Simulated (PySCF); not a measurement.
A PySCF run on C₂⁻

State: doublet, unpaired electrons σ ↑.

An equivalent input (the run itself took its basis sets from the Basis Set Exchange, started from a PBE0 density and held the occupation σ 5α 4β, πx 1α 1β, πy 1α 1β):

```python
from pyscf import gto, scf, cc
mol = gto.M(atom='C 0 0 0; C 0 0 1.267', basis={'C': 'aug-pcseg-1'},
            charge=-1, spin=1, verbose=4, symmetry='C2v')
mf = scf.UHF(mol)
mf.irrep_nelec = {'A1': (5, 4), 'B1': (1, 1), 'B2': (1, 1)}
mf.conv_tol = 1e-9
mf.max_cycle = 60
mf.diis_space = 10
mf.kernel()
mycc = cc.CCSD(mf, frozen=[[0, 1], [0, 1]])
mycc.run(conv_tol=1e-7, conv_tol_normt=1e-5, max_cycle=80, diis_space=8)
et = mycc.ccsd_t()
```

The SCF ended at -75.52608027 hartree. The coupled-cluster part of the log:

```
******** <class 'pyscf.cc.uccsd.UCCSD'> ********
CC2 = 0
CCSD nocc = (5, 4), nmo = (44, 44)
frozen orbitals [[0, 1], [0, 1]]
max_cycle = 80
direct = 0
conv_tol = 1e-07
conv_tol_normt = 1e-05
diis_space = 8
diis_start_cycle = 0
diis_start_energy_diff = 1e+09
Init t2, MP2 energy = -0.268966447187267
Init E_corr(UCCSD) = -0.268966447194659
cycle = 1  E_corr(UCCSD) = -0.254701489204611  dE = 0.014264958  norm(t1,t2) = 0.108176
cycle = 2  E_corr(UCCSD) = -0.270119881687138  dE = -0.0154183925  norm(t1,t2) = 0.0381239
cycle = 3  E_corr(UCCSD) = -0.269186713833679  dE = 0.000933167853  norm(t1,t2) = 0.0204795
cycle = 4  E_corr(UCCSD) = -0.272393411067026  dE = -0.00320669723  norm(t1,t2) = 0.0118824
cycle = 5  E_corr(UCCSD) = -0.272389491043099  dE = 3.92002393e-06  norm(t1,t2) = 0.0031184
cycle = 6  E_corr(UCCSD) = -0.272265710260639  dE = 0.000123780782  norm(t1,t2) = 0.00112432
cycle = 7  E_corr(UCCSD) = -0.272294542770279  dE = -2.88325096e-05  norm(t1,t2) = 0.000391017
cycle = 8  E_corr(UCCSD) = -0.272291416085076  dE = 3.1266852e-06  norm(t1,t2) = 0.000119949
cycle = 9  E_corr(UCCSD) = -0.272288534156963  dE = 2.88192811e-06  norm(t1,t2) = 5.09007e-05
cycle = 10  E_corr(UCCSD) = -0.272289092808028  dE = -5.58651066e-07  norm(t1,t2) = 1.65571e-05
cycle = 11  E_corr(UCCSD) = -0.272289340682908  dE = -2.47874879e-07  norm(t1,t2) = 6.91888e-06
cycle = 12  E_corr(UCCSD) = -0.272289312874909  dE = 2.7807999e-08  norm(t1,t2) = 1.92382e-06
UCCSD converged
E(UCCSD) = -75.79836957979185  E_corr = -0.2722893128749085
UCCSD(T) correction = -0.0185686215137105
```

T1 diagnostic 0.026, D1 0.063, 9 electrons correlated.

Repeating this along the bond gives Re = 1.286 Å and ωe = 1766 cm⁻¹.

A point of this curve took 1.3 CPU seconds beside 0.021 for the integrals, on Intel Xeon 6975P-C (shared host).

Correlated steps freeze 2 core orbitals. The state was picked by a PBE0 search and need not be the measured ground state.
